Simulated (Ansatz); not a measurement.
Input file:

```yaml
crystal:
  periodic: [false, false, false]
  atoms:
    - {symbol: Al, position_ang: [0.002337, -0.001845, -3.455379]}
    - {symbol: Si, position_ang: [0.001504, -0.017987, -0.927632]}
    - {symbol: Al, position_ang: [0.049468, 0.041323, 1.385755]}
    - {symbol: H, position_ang: [-0.053309, -0.021491, 2.997257]}
basis:
  gaussian: {orbitals: cc-pVDZ}
magnetization: {spin_polarized: false, initial_magnetization: 3}
correlation: {method: bccd_t, electrons: valence}
scf: {lower_state_search: off}
```

```sh
$ ansatz run in.yaml --threads 1 --pin off --events-out ev --progress --plain --max-ram 2393MiB
```

Q: Roughly how long does this take on 1 thread of Arm Neoverse V1, shared host, and how much host memory?

A: 2.6 s wall and 0.2 GiB.

```
these checks for a lower state are left out or cut short: stability, starts, cluster_reference, orbital_swaps, neighbouring_geometries, increment
591 factors; integrals over basis functions are off by at most 9.7e-4 eV
mean field evaluation 1: about -21039.4326 eV, gradient 7.7e0 eV
mean field evaluation 2: about -21039.4365 eV, gradient 7.7e0 eV
mean field evaluation 4: about -21040.3252 eV, gradient 1.7e0 eV
mean field evaluation 8: about -21040.4124 eV, gradient 2.6e-1 eV
mean field evaluation 16: about -21040.4192 eV, gradient 2.5e-6 eV
mean field -21040.41916221 eV, -773.2211425027 hartree, gradient 2.8e-6 eV, S^2 3.750000; 0 other end points of the search recorded, 0 dependent functions left out
15 core orbitals not correlated: weight in the atoms' cores, before any rotation towards them, 1.000 or more for the frozen orbitals, at most 0.000 for the correlated occupied ones
reference -21040.41916221 eV, -773.2211425027 hartree; 7, 4 occupied and 37, 40 virtual orbitals, 591 factors
second order -4.36744031 eV of doubles, -0.09396015 eV of singles
cycle   1  -5.28250162 eV  change   -8.2e-1 eV  update   1.0e-1
cycle   2  -5.61066677 eV  change   -3.3e-1 eV  update   4.5e-2
cycle   3  -5.64338686 eV  change   -3.3e-2 eV  update   2.4e-2
cycle   4  -5.64417358 eV  change   -7.9e-4 eV  update   1.6e-2
cycle   5  -5.64480756 eV  change   -6.3e-4 eV  update   1.2e-2
cycle   6  -5.64469923 eV  change    1.1e-4 eV  update   7.7e-3
cycle   7  -5.64144573 eV  change    3.3e-3 eV  update   4.6e-3
cycle   8  -5.64415821 eV  change   -2.7e-3 eV  update   3.0e-3
cycle   9  -5.64493691 eV  change   -7.8e-4 eV  update   2.3e-3
cycle  10  -5.64465869 eV  change    2.8e-4 eV  update   1.6e-3
cycle  11  -5.64477604 eV  change   -1.2e-4 eV  update   1.0e-3
cycle  12  -5.64468612 eV  change    9.0e-5 eV  update   5.6e-4
cycle  13  -5.64482564 eV  change   -1.4e-4 eV  update   2.9e-4
cycle  14  -5.64471293 eV  change    1.1e-4 eV  update   1.6e-4
cycle  15  -5.64461917 eV  change    9.4e-5 eV  update   8.2e-5
cycle  16  -5.64463110 eV  change   -1.2e-5 eV  update   4.5e-5
cycle  17  -5.64463906 eV  change   -8.0e-6 eV  update   2.9e-5
cycle  18  -5.64464626 eV  change   -7.2e-6 eV  update   2.2e-5
cycle  19  -5.64464961 eV  change   -3.4e-6 eV  update   1.9e-5
cycle  20  -5.64464661 eV  change    3.0e-6 eV  update   1.6e-5
cycle  21  -5.64464668 eV  change   -7.2e-8 eV  update   1.4e-5
cycle  22  -5.64464758 eV  change   -9.0e-7 eV  update   1.3e-5
perturbative correction -0.26995535 eV, -0.0099206761 hartree
Total energy: -21046.33376514 eV, -773.4385001515 hartree
Checks for a lower state left out: stability, starts, cluster_reference, orbital_swaps, neighbouring_geometries, increment
```

The singles that turn the determinant into the Brueckner one have T1 = 0.058.
